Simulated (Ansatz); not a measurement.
Reaction (hydrogenolysis of a C–O bond): `OCC(O)CF` + H₂ → `OCCCF` + H₂O

Program: Ansatz. Geometries: PBE0-D4/def2-TZVP. ΔE: electronic, gas phase. CCSD(T)/CBS is the MP2 limit (def2-TZVPP, def2-QZVPP) plus CCSD(T) − MP2 in def2-TZVPP, frozen cores. This one scheme is used for every species. Each species was taken in one conformer, which may not be the lowest.

`OCC(O)CF`:

Z-matrix (Å, degrees):
```
C
C 1 1.514
O 1 1.418 2 106.4
H 1 1.095 2 109.0 3 -120.1
H 1 1.098 2 110.0 3 120.5
C 2 1.506 1 112.3 3 178.9
O 2 1.405 1 110.6 3 56.8
H 2 1.104 1 108.1 3 -64.0
H 3 0.959 1 109.1 2 -161.8
F 6 1.382 2 111.6 1 -51.8
H 6 1.095 2 110.2 1 68.0
H 6 1.093 2 109.6 1 -171.3
H 7 0.964 2 106.2 1 -42.7
```

H₂:

```xyz
2

H    -0.105    0.180   -0.309
H     0.105   -0.180    0.309
```

`OCCCF`:

Z-matrix (Å, degrees):
```
C
C 1 1.511
O 1 1.413 2 107.8
H 1 1.100 2 109.5 3 -120.8
H 1 1.097 2 109.6 3 121.3
C 2 1.505 1 113.0 3 178.2
H 2 1.094 1 109.4 3 -59.3
H 2 1.095 1 109.1 3 57.6
H 3 0.959 1 108.6 2 174.3
F 6 1.388 2 110.5 1 63.3
H 6 1.093 2 111.1 1 -177.5
H 6 1.095 2 111.6 1 -55.9
```

H₂O:

Cartesian coordinates in Å:
```
O -0.059 -0.193 -0.333
H 0.507 -0.450 0.398
H -0.448 0.643 -0.065
```

| species | MP2/def2-QZVPP energy (Eh) |
| --- | --- |
| `OCC(O)CF` | -368.33988 |
| H₂ | -1.16658 |
| `OCCCF` | -293.19291 |
| H₂O | -76.34932 |

(1) Work out ΔE.

Largest T1 diagnostic among the species: 0.011.

## Answers

(1) ΔE = (-293.19291) + (-76.34932) − (-368.33988) − (-1.16658) = -0.03577 Eh = -22.4 kcal/mol. CCSD(T)/CBS gives -22.3 kcal/mol.

In def2-TZVPP, CCSD(T) changes the Hartree–Fock value by +3.0 kcal/mol (the triples alone add +1.0 kcal/mol) and MP2 by +2.5 kcal/mol. The D4 term adds +1.6 kcal/mol with B3LYP and +0.8 kcal/mol with PBE0; it sums over pairs of atoms, weighted by their polarisabilities, and B3LYP, whose exchange is more repulsive, gets the larger term. From PBE to PBE0 (25 % exact exchange), in def2-TZVPP and without D4, ΔE moves by −1.1 kcal/mol.

B3LYP here is the variant with VWN-RPA as its local correlation; programs differ in this.
